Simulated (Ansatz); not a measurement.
Input file:

```yaml
crystal:
  periodic: [false, false, false]
  atoms:
    - {symbol: Na, position_ang: [0.000000, 0.000000, 0.000000]}
    - {symbol: Na, position_ang: [0.000000, 0.000000, 3.152524]}
basis:
  gaussian: {orbitals: "6-31G*"}
correlation: {method: fci, electrons: outside_noble_gas}
```

```sh
$ ansatz run in.yaml --threads 1 --pin off --events-out ev --progress --plain --max-ram 2393MiB
```

The program prints:

```
559 factors; integrals over basis functions are off by at most 1.1e-7 eV
mean field evaluation 1: about -8807.8026 eV, gradient 1.4e0 eV
mean field evaluation 2: about -8807.8036 eV, gradient 1.4e0 eV
mean field evaluation 4: about -8807.8275 eV, gradient 3.8e-2 eV
mean field evaluation 8: about -8807.8275 eV, gradient 1.9e-5 eV
mean field -8807.82748521 eV, -323.6816899214 hartree, gradient 6.9e-7 eV, S^2 0.000000; 0 other end points of the search recorded, 0 dependent functions left out; unrestricted orbitals would lower it
10 core orbitals not correlated: weight in the atoms' cores, before any rotation towards them, 1.000 or more for the frozen orbitals, at most 0.000 for the correlated occupied ones
reference -8807.82748521 eV, -323.6816899214 hartree; 1, 1 occupied and 27, 27 virtual orbitals, 559 factors
state -8808.52369814 eV, -323.7072752749 hartree
Total energy: -8808.52369814 eV, -323.7072752749 hartree
```

Natural occupations: 1.8343 0.0652 0.0396 0.0396 0.0203 0.0002 0.0002 0.0002 0.0001 0.0001 0.0001 0.0000 0.0000 0.0000 0.0000 0.0000 0.0000 0.0000 0.0000 0.0000 0.0000 0.0000 0.0000 0.0000.

Ran on 1 thread of Arm Neoverse V1, shared host: 0.3 s wall, 0.07 GiB peak host memory.
